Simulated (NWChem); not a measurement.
DMSO (C₂H₆OS); SMILES CS(C)=O

Program: NWChem. Pople sets run with spherical d functions. Geometry: optimised at PBE-D3(BJ)/def2-SVP. Level PBE/6-31G*: single points from the atomic guess with DIIS by default; each run changes one setting, and all converged runs end within 0.3 mHa of each other.

| setting | SCF iterations |
|---|---|
| defaults | 10 |
| core-Hamiltonian guess | 16 |
| occupation smearing of 0.005 Ha | 10 |
| level shift of 0.5 Ha throughout | 20 |
| no level shifting | 10 |
| 70 % damping for 30 cycles | 33 |
